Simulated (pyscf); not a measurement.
Structures and frequencies: ωB97X-D3(BJ)/def2-SVP in PySCF. MP2 and CC: frozen core, UHF for open shells. ΔMP2 is the change of the MP2 total energy from the triple- to the quadruple-zeta basis.

**Question.** PBE/def2-TZVP puts the barrier of H₂C=CH–SiH₃ (SMILES C=C[SiH3]) → SiH₄ (SMILES [SiH4]) + HC≡CH (SMILES C#C) (elimination; singlet surface; C–Si, C–H broken, H–Si formed) at 3.79 eV and the reaction energy at +2.03 eV, from the reactant's lowest minimum found. What do B3LYP-D3(BJ)/def2-TZVP, M06-2X/def2-TZVP, CCSD(T)/def2-TZVPP + ΔMP2(QZVPP) give on the same structures?

**Answer.** B3LYP-D3(BJ): ΔE‡ = 4.05 eV, ΔE = +1.98 eV; M06-2X: ΔE‡ = 4.16 eV, ΔE = +1.96 eV; CCSD(T): ΔE‡ = 4.16 eV, ΔE = +1.91 eV. PBE's barrier lies under all of them, by 0.26 to 0.37 eV. Its reaction energy lies over all of them, by 0.05 to 0.12 eV. Low barriers are usual for a GGA, whose delocalisation error favours stretched bonds. At the saddle there is also a short C–Si contact that neither side keeps. The same reactants have a lower exit, to cyclic C₂H₆Si (SMILES C1C[SiH2]1) (barrier +3.01 eV at ωB97M-D3(BJ), against +4.16 eV here). One saddle was located; it need not be the lowest between these sides. The CCSD(T) − MP2 part came from Ansatz, without density fitting, on the same reference. The largest closed-shell T1 diagnostic is 0.030, which may signal static correlation.
